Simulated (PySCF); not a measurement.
Compound: C5H9O (doublet state).
Cartesian coordinates in Å at the GFN2-xTB level; atoms count from 1:
```xyz
15
C5H9O angstrom
C      0.3881    1.8659    0.2086
C     -0.1771    0.6150    0.0785
C      0.5426   -0.5590   -0.0724
C      2.0276   -0.6363   -0.1083
O     -1.5540    0.6360    0.1090
C     -2.2673   -0.5653   -0.0166
H      1.4479    2.0140    0.1929
H     -0.2489    2.7218    0.3190
H      0.0228   -1.4929   -0.2074
H      2.4007   -0.4685   -1.1228
H      2.3584   -1.6257    0.2018
H      2.4888    0.1054    0.5392
H     -3.3188   -0.2873    0.0470
H     -2.0323   -1.2663    0.7919
H     -2.0829   -1.0489   -0.9824
```

The hyperfine couplings belong to this conformer and change with its torsions.

As a line formula: `[CH2]/C(=C\C)OC` [radical].

Method used: UKS B3LYP, pcH-1 on C H O, non-relativistic, mean-field spin-orbit, GIAO in PySCF 2.14.0. One conformer (not necessarily the lowest) at the GFN2-xTB geometry, without solvent, vibrations or thermal averaging. GFN2-xTB frequencies show an imaginary mode (38i cm⁻¹), so this geometry is no minimum at that level. A GFN2-xTB geometry isn't a minimum of the functional, and hyperfine couplings can be far from their values at a DFT geometry. Stability of the SCF solution: not tested. ⟨S²⟩ is 0.776 where a pure state has 0.75.

The Mulliken spin populations are largest on C1 (+0.70), C3 (+0.63) and C2 (-0.23). The positive populations add up to 1.39 and the negative ones to -0.39, together 2S = 1. The angles at C1 add up to 360.0°, so it is planar; its axial dipolar tensor and the negative couplings of its protons fit spin in a p orbital normal to that plane.

Q: McConnell's relation a(H) = Q·ρ ties the coupling of a proton on a planar π carbon to the spin population of that carbon. What Q do the computed values give?

A: 
| H | C | ρ(C) | a(H) (G) | a/ρ (G) |
| --- | --- | --- | --- | --- |
| H7 | C1 | +0.702 | -14.60 | -20.8 |
| H8 | C1 | +0.702 | -15.07 | -21.5 |
| H9 | C3 | +0.629 | -14.33 | -22.8 |

A least-squares line through the origin gives Q = -21.6 G with Mulliken populations. In McConnell's picture π spin on carbon polarises the C–H bond and leaves opposite spin at the proton, which makes Q negative, as found here.

Q: How do the β-proton couplings of this frozen conformer go with θ, the angle between the C–H bond and the normal to the plane of the spin centre's three neighbours, both seen down the bond from centre to carbon?

A: 
```csv
β H,on,centre,θ (°),cos²θ,a (G)
H10,C4,C3,3,1.00,+28.26
H11,C4,C3,64,0.19,+6.30
H12,C4,C3,57,0.30,+9.09
```

Fitting the Heller–McConnell form a = ρ(B0 + B2 cos²θ), with Mulliken ρ = 0.63, gives B0 = 1.7 G and B2 = 43.3 G, with a largest miss of 0.1 G. By this fit the coupling would be 28.3 G at θ = 0° and 1.1 G at 90°.

Q: What would the freely rotating methyl group on C4 show?

A: Three equal couplings, a 1:3:3:1 quartet. The mean of the three values of this geometry estimates the splitting: 14.6 G, or 40.8 MHz (three bonds 120° apart have a mean cos²θ of 1/2 at any torsion).

Couplings in gauss use g_iso = 2.0025.
